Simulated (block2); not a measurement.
**AlH3O (AlH2(OH)): DMRG/STO-3G**

What is the vertical singlet–triplet gap of AlH3O (AlH2(OH)) at DMRG/STO-3G? 

The results are computed with block2 0.5.4.

3 further runs of the same task are left out: 1 that didn't finish, 2 set aside as unsound or not needed.

**1. Starting point**

AlH3O has 5 atoms, charge 0, and is taken as a singlet. As SMILES, `[H][Al]([H])[OH]`. Geometry: a GFN2-xTB relaxation, a rough one for these elements and not checked as a minimum.

Bond lengths: Al1–O4 1.636 Å, Al1–H2 1.532 Å, Al1–H3 1.531 Å, O4–H5 0.949 Å. Angles: Al1–O4–H5 179.6°, H2–Al1–O4 120.0°, H3–Al1–O4 120.0°, H2–Al1–H3 120.0°.

**2. The energy at DMRG/STO-3G**

Input file make_fcidump.py:

```python
from pyscf import ao2mo, cc, dft, gto, mcscf, mp, scf
from pyscf.tools import fcidump

geom = """
Al     0.271770     0.451120    -0.109270
H      1.798980     0.417230    -0.221380
H     -0.481020     1.769010    -0.311810
O     -0.555450    -0.920030     0.226660
H     -1.034280    -1.717330     0.415800
"""
mol = gto.M(
    atom=geom,
    basis="sto-3g",
    verbose=3,
    max_memory=2000,
)
print("nao                      = %d" % (mol.nao))
mf = scf.RHF(mol)
mf.conv_tol = 1e-10
mf.max_cycle = 200
mf.kernel()
if not mf.converged:
    mf = mf.newton().run(mf.mo_coeff, mf.mo_occ)
print(f"SCF energy               = {mf.e_tot:.10f}")
# MP2, CCSD and CCSD(T) with the same frozen core
ref = mf
pt = mp.MP2(ref, frozen=6).run()
mycc = cc.CCSD(ref, frozen=6)
mycc.max_cycle = 150
mycc.kernel()
print("E(MP2)                   = %.10f" % (pt.e_tot))
if mycc.converged:
    print("CCSD total energy        = %.10f" % (mycc.e_tot))
    print(f"CCSD(T) total energy     = {mycc.e_tot + mycc.ccsd_t():.10f}")
    print(f"T1 diagnostic            = {mycc.get_t1_diagnostic():.4f}")
# a few density functionals on the same geometry and basis
ks = dft.RKS(mol, xc="b3lyp").set(conv_tol=1e-9, verbose=3).run()
if ks.converged:
    print("E(B3LYP)                 = %.8f" % (ks.e_tot))
ks = dft.RKS(mol, xc="wb97x").set(conv_tol=1e-9, verbose=3).run()
if ks.converged:
    print("E(wB97X)                 = %.8f" % (ks.e_tot))
ks = dft.RKS(mol, xc="camb3lyp").set(conv_tol=1e-9, verbose=3).run()
if ks.converged:
    print("E(CAM-B3LYP)             = %.8f" % (ks.e_tot))
ks = dft.RKS(mol, xc="pbe0").set(conv_tol=1e-9, verbose=3).run()
if ks.converged:
    print("E(PBE0)                  = %.8f" % (ks.e_tot))
# rotate to MP2 natural orbitals
occ_no, mo = mcscf.addons.make_natural_orbitals(mp.MP2(mf, frozen=6).run())
mf.mo_coeff = mo
# FCIDUMP for the DMRG program
cas = mcscf.CASCI(mf, 11, 12)
h1, ecore = cas.get_h1eff()
fcidump.from_integrals("FCIDUMP", h1, cas.get_h2eff(), 11, 12, nuc=ecore, ms=0)
# FCI check
ci = mcscf.CASCI(mf, 11, (6, 6))
ci.fix_spin_(ss=0)
ci.fcisolver.conv_tol = 1e-10
ci.fcisolver.max_cycle = 200
ci.kernel()
print("E(FCI)                   = %.10f" % (ci.e_tot))
```

Input file input.conf:

```
sym c1
orbitals FCIDUMP
nelec 12
spin 0
irrep 1
occ 2 2 2 2 2 2 0 0 0 0 0
cbias 0.2
schedule
0 50 1E-09 1E-04
2 75 1E-09 1E-04
6 100 1E-09 1E-05
9 100 1E-10 0.0
end
maxiter 15
sweep_tol 1E-06
fiedler
mem 2g
num_thrds 1
prefix ./tmp
outputlevel 1
onepdm
```

Started as:

```sh
$ python make_fcidump.py && block2main input.conf
```

Log:

```text
$ python make_fcidump.py
nao                      = 17
converged SCF energy = -314.583250939829
SCF energy               = -314.5832509398
E(RMP2) = -314.644192404867  E_corr = -0.060941465037781
E(SCS-RMP2) = -314.649802957447  E_corr = -0.0665520176183011
E(CCSD) = -314.6634226067472  E_corr = -0.08017166691803891
E(MP2)                   = -314.6441924049
CCSD total energy        = -314.6634226067
CCSD(T) correction = -0.00266984110895562
CCSD(T) total energy     = -314.6660924479
T1 diagnostic            = 0.0180
converged SCF energy = -315.459054780147
E(B3LYP)                 = -315.45905478
converged SCF energy = -315.430234147875
E(wB97X)                 = -315.43023415
converged SCF energy = -315.39850266379
E(CAM-B3LYP)             = -315.39850266
converged SCF energy = -315.263992314332
E(PBE0)                  = -315.26399231
E(RMP2) = -314.644192404867  E_corr = -0.060941465037781
E(SCS-RMP2) = -314.649802957447  E_corr = -0.0665520176183011
CASCI E = -314.666307113282  E(CI) = -33.6255695954914  S^2 = 0.0000000
E(FCI)                   = -314.6663071133

$ block2main input.conf

********************************** INPUT START **********************************
sym                                                             c1
orbitals                                                   FCIDUMP
nelec                                                           12
spin                                                             0
irrep                                                            1
occ                                          2 2 2 2 2 2 0 0 0 0 0
cbias                                                          0.2
maxiter                                                         15
sweep_tol                                                    1E-06
fiedler
mem                                                             2g
num_thrds                                                        1
prefix                                                       ./tmp
outputlevel                                                      1
onepdm
schedule                  Sweep   0-   1 : Mmps =    50 Noise =    0.0001 DavTol =     1e-09
                          Sweep   2-   5 : Mmps =    75 Noise =    0.0001 DavTol =     1e-09
                          Sweep   6-   8 : Mmps =   100 Noise =     1e-05 DavTol =     1e-09
                          Sweep   9-  14 : Mmps =   100 Noise =         0 DavTol =     1e-10
********************************** INPUT END   **********************************

SPIN ADAPTED - REAL DOMAIN - DOUBLE PREC
qc mpo type =  QCTypes.Conventional
 UseMainStack = 0 MinDiskUsage = 1 MinMemUsage = 0 IBuf = 0 OBuf = 0
 FPCompression: prec = 1.00e-16 chunk = 1024
 IMain = 0 B / 134 MB DMain = 0 B / 687 MB ISeco = 0 B / 57.2 MB DSeco = 0 B / 1.01 GB
 OpenMP = 1 TBB = 0 BLIS = 0 MKL = NONE  SeqType = Tasked AlignType = None MKLIntLen = 4
 THREADING = 2 layers : Global | Operator BatchedGEMM
 NUMBER : Global = 1 Operator = 1 Quanta = 0 MKL = 1
 COMPLEX = 1 SINGLE-PREC = 1 KSYMM = 0
using fiedler reorder =  [ 9  4  6  3  8 10  5  1  2  0  7]
read integral finished 0.0064979130402207375
integral sym error =            0
MinMPOMemUsage =  False
MPS =  CCRRRRRRRRR 0 2 < N=12 S=0 PG=0 >
GS INIT MPS BOND DIMS =       1     3    10    35    55    63    63    55    35    10     3     1
pre-mpo memory usage =  154 MB
build mpo start ...
build mpo finished ... Tread = 0.000 Twrite = 0.000 T = 0.007
simpl mpo start ...
simpl mpo finished ... Tread = 0.000 Twrite = 0.000 T = 0.021
GS MPO BOND DIMS =      16    23    34    49    68    68    49    34    23    16     1
build 1pdm mpo 0.05909054190851748
build identity mpo 0.06009575305506587
memory usage =  163 MB
para mpo finished 0.060710067860782146
env init finished 0.13870568107813597

Sweep =    0 | Direction =  forward | Bond dimension =   50 | Noise =  1.00e-04 | Dav threshold =  1.00e-09
Time elapsed =      0.638 | E =    -314.6557254213 | DW = 1.90532e-05

Sweep =    1 | Direction = backward | Bond dimension =   50 | Noise =  1.00e-04 | Dav threshold =  1.00e-09
Time elapsed =      0.973 | E =    -314.6656472357 | DE = -9.92e-03 | DW = 2.26666e-05

Sweep =    2 | Direction =  forward | Bond dimension =   75 | Noise =  1.00e-04 | Dav threshold =  1.00e-09
Time elapsed =      1.402 | E =    -314.6660280706 | DE = -3.81e-04 | DW = 8.93195e-06

Sweep =    3 | Direction = backward | Bond dimension =   75 | Noise =  1.00e-04 | Dav threshold =  1.00e-09
Time elapsed =      1.930 | E =    -314.6661943455 | DE = -1.66e-04 | DW = 1.55015e-05

Sweep =    4 | Direction =  forward | Bond dimension =   75 | Noise =  1.00e-04 | Dav threshold =  1.00e-09
Time elapsed =      2.454 | E =    -314.6661999415 | DE = -5.60e-06 | DW = 1.61286e-05

Sweep =    5 | Direction = backward | Bond dimension =   75 | Noise =  1.00e-04 | Dav threshold =  1.00e-09
Time elapsed =      2.981 | E =    -314.6662084983 | DE = -8.56e-06 | DW = 1.58601e-05

Sweep =    6 | Direction =  forward | Bond dimension =  100 | Noise =  1.00e-05 | Dav threshold =  1.00e-09
Time elapsed =      3.668 | E =    -314.6662407441 | DE = -3.22e-05 | DW = 5.84573e-06

Sweep =    7 | Direction = backward | Bond dimension =  100 | Noise =  1.00e-05 | Dav threshold =  1.00e-09
Time elapsed =      4.478 | E =    -314.6662589376 | DE = -1.82e-05 | DW = 8.23763e-06

Sweep =    8 | Direction =  forward | Bond dimension =  100 | Noise =  1.00e-05 | Dav threshold =  1.00e-09
Time elapsed =      5.270 | E =    -314.6662592160 | DE = -2.78e-07 | DW = 8.26141e-06

Sweep =    9 | Direction = backward | Bond dimension =  100 | Noise =  0.00e+00 | Dav threshold =  1.00e-10
Time elapsed =      6.097 | E =    -314.6662611134 | DE = -1.90e-06 | DW = 7.72429e-06

Sweep =   10 | Direction =  forward | Bond dimension =  100 | Noise =  0.00e+00 | Dav threshold =  1.00e-10
Time elapsed =      6.904 | E =    -314.6662612236 | DE = -1.10e-07 | DW = 7.75577e-06

Final canonical form =  LLLLLLLLLLC 9
DMRG Energy = -314.666261223609581
npdm string = ['(C+D)0']

Build NPDM MPO | Nsites =    11 | Nmaxops =  2 | SymbolFree = T | Cutoff = 0.00e+00
 Site =     0 /    11 .. L =        4 R =        1 M =            0 Tmid = 0.000 T = 0.000
 Site =     1 /    11 .. L =        4 R =       21 M =           21 Tmid = 0.000 T = 0.000
 Site =     2 /    11 .. L =        4 R =       19 M =           19 Tmid = 0.000 T = 0.000
 Site =     3 /    11 .. L =        4 R =       17 M =           17 Tmid = 0.000 T = 0.000
 Site =     4 /    11 .. L =        4 R =       15 M =           15 Tmid = 0.000 T = 0.000
 Site =     5 /    11 .. L =        4 R =       13 M =           13 Tmid = 0.000 T = 0.000
 Site =     6 /    11 .. L =        4 R =       11 M =           11 Tmid = 0.000 T = 0.000
 Site =     7 /    11 .. L =        4 R =        9 M =            9 Tmid = 0.000 T = 0.000
 Site =     8 /    11 .. L =        4 R =        7 M =            7 Tmid = 0.000 T = 0.000
 Site =     9 /    11 .. L =        4 R =        5 M =            5 Tmid = 0.000 T = 0.000
 Site =    10 /    11 .. L =        1 R =        4 M =            4 Tmid = 0.000 T = 0.000
Ttotal =      0.000

Expectation | Direction = backward | BRA bond dimension =  100 | KET bond dimension =  100
Time elapsed =      0.062
NPDM Sorting | Nsites =    11 | Nmaxops =  2 | DotSite = 2 | SymbolFree = T | Compressed = T | LowMem = F | Mem = 968 B
Ttotal =      0.000

DMRG OCC =   1.995 1.992 1.976 1.977 1.968 1.974 0.038 0.022 0.025 0.020 0.012
```

Wall time 16 s (1 thread of Arm Neoverse V1, shared host); peak memory 0.19 GiB.

(Part 1 of 2 ends here.)
